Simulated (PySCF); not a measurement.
**2 SF₄ → SF₃ + SF₅**

Level: PBE0 in the def2-TZVP basis family, all electrons, no relativity, computed in PySCF with density fitting; open shells unrestricted.

| species | state and structure | E (Eh) | ZPE (kJ/mol) | H(298 K) − H(0) (kJ/mol) | S° (J/(mol K)) |
| --- | --- | --- | --- | --- | --- |
| SF₄ | singlet, C2v, S–F 1.553 Å (×2), S–F 1.649 Å (×2); F–S–F 87.6° (×4), F–S–F 101.3°, F–S–F 172.5° | -797.19836 | 31.0 | 15.0 | 294.6 |
| SF₃ | doublet, Cs, S–F 1.568 Å, S–F 1.657 Å (×2); F–S–F 87.9° (×2), F–S–F 163.5° | -697.37437 | 19.0 | 14.0 | 296.6 |
| SF₅ | doublet, C4v, S–F 1.544 Å, S–F 1.603 Å (×4); F–S–F 90.0° (×4), F–S–F 91.7° (×4), F–S–F 176.7° (×2) | -896.94544 | 40.8 | 16.7 | 308.2 |

Question: What is the electronic reaction energy?

Answer: At PBE0/def2-TZVP, ΔE = 201.9 kJ/mol from the differences of the total energies times 2625.5, uphill. The bond broken in SF₄ is stronger than the one that a second molecule gains.

Question: Add zero-point, thermal and entropy terms for 298.15 K and 1 bar.

Answer: ΔZPE = -2.2 and Δ[H(298) − H(0)] = 0.7 kJ/mol give ΔH° = 200.4 kJ/mol. ΔS° = 15.6 J/(mol K), so ΔG° = 200.4 − 298.15 × (0.0156) = 196 kJ/mol.

Each species is the lowest minimum found with this bonding; other isomers or fragments can lie lower.
